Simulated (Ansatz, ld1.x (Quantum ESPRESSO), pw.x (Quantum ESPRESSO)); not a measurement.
niobium (Nb) (bcc): variants of one TM potential in the solid

* Element: Nb
* Generator: ld1.x (Quantum ESPRESSO) 7.5
* Type: norm-conserving Troullier–Martins (Kleinman–Bylander form)
* Functional: PBE
* Relativity: scalar-relativistic
* Frozen core: [Kr]
* Valence charge: 5
* Reference configuration: 4d4 5s1 5p0
* Partial waves: 5s (bound): rc 2.20 bohr; 5p (bound, empty): rc 3.40 bohr; 4d (bound): rc 2.05 bohr; 4f channel at 0.4 Ry: rc 3.10 bohr
* Local potential: all-electron potential smoothed inside 2.30 bohr (lloc = -2)
* Core correction: none

Crystal test: bcc Nb in pw.x 7.5, no spin, 14³ k-points, Fermi–Dirac smearing 0.01 Ry, cutoffs set for each file from its atomic test. The reference is all-electron LAPW (Ansatz 0.2.0) with the same functional, mesh and smearing; V0 and B0 come from Birch–Murnaghan fits to the pressures at five volumes. Errors are pseudo minus all-electron; Δ is the rms difference of the E(V) curves that follow from these fits, minima aligned, over ±6 % about the mean V0. Mesh and smearing are coarse, so the numbers serve the comparison and aren't converged zero-temperature values; the lattice is a test structure that the element need not adopt.

All-electron: a0 = 3.314 Å (V0 = 18.20 Å³/atom), B0 = 167.9 GPa.

Base: The largest radius (3.40 bohr) exceeds half the bond length (2.71 bohr), so the spheres overlap, which is one possible source of error among others. This is a poor potential for the solid. The logarithmic derivative shows an extra or strongly shifted pseudo pole above the reference energy (s near 0.89 Ry).

2 further variants are left out: they gave no file fit for a test, a broken result, the same result as the base, or pressures whose basis-set error rivals the error shown.

```csv
change,cutoffs (Ry),pw.x,a0 (Å),a0 error (%),B0 error (%),Δ (meV/atom),mean pressure error (GPa)
base,50/200,converged,3.289,-0.76,-6.2,15.0,-3.58
wave 5s (bound): rc 2.20 bohr becomes 5s (bound): rc 2.24 bohr,50/200,converged,3.289,-0.75,-6.3,14.7,-3.51
wave 5s (bound): rc 2.20 bohr becomes 5s (bound): rc 2.78 bohr,50/200,converged,3.291,-0.69,-6.8,13.6,-3.24
```

**Question.** Give the row for: wave 5s (bound): rc 2.20 bohr becomes 5s (bound): rc 3.12 bohr.

**Answer.** pw.x: converged; mean pressure error (GPa): -3.23; a0 (Å): 3.291; a0 error (%): -0.69; B0 error (%): -6.8; Δ (meV/atom): 13.5.
